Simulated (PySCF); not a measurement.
Work out the structure from these simulated measurements.

Formula: CH2O2.

- NMR, other nuclei: isotropic shieldings of nuclei other than C and H, by class: -110 (1 O), 126 (1 O) ppm [GIAO PBE0/pcSseg-1]
- Rotational structure: rotational constants A, B, C: 79.211, 12.253, 10.612 GHz [GFN2-xTB]
- Dipole: 1.67 D [PBE0/pcSseg-1]
- 1H NMR: chemical shifts (computed TMS as zero) by class: 7.86 (1 H), 6.27 (1 H) ppm [GIAO PBE0/pcSseg-1]
- Couplings: largest of the computed one-bond spin–spin couplings (means over like bonds): 13C–1H +227.3, 17O–1H -75.3, 17O–13C +34.5, 17O–13C +26.3 Hz [B3LYP/pcJ-1]
- 13C NMR: chemical shifts (computed TMS as zero) by class: 162.9 (1 C) ppm [GIAO PBE0/pcSseg-1]

The electronic properties come from PySCF, for the isolated species, density fitting. Levels stand in brackets. Isolated species at its GFN2-xTB geometry (one conformer only). NMR values are class means; diastereotopic atoms form classes of their own.

Question: Give a SMILES that accounts for the data.

Answer: Numbering: `[O:1]=[CH:2][OH:3]`. Its formula, CH2O2, gives 1 degree of unsaturation: 0 rings and 1 π bond in the structure found. The one carbon: carboxylic acid carbon [C2] (162.9 ppm). Hydrogen classes from least to most shielded: 1 H on a carboxylic acid carbon, C2 (7.86 ppm), 1 H on an acid hydroxyl oxygen, O3 (6.27 ppm). The other shieldings belong to: -110 ppm, acid carbonyl oxygen [O1]; 126 ppm, acid hydroxyl oxygen [O3]. The couplings run between: +227.3 Hz, carboxylic acid carbon [C2] and its hydrogen; -75.3 Hz, acid hydroxyl oxygen [O3] and its hydrogen; +34.5 Hz, acid hydroxyl oxygen [O3] and carboxylic acid carbon [C2]; +26.3 Hz, acid carbonyl oxygen [O1] and carboxylic acid carbon [C2]. The optimised geometry has point group Cs and is an asymmetric top. Structure: `O=CO` (CH2O2). The assignments are read from this structure; whether some other isomer fits the data as well wasn't checked.

Shape of the structure used: `[O:1]=[CH:2][OH:3]`: H–O3–C2–O1 0°.
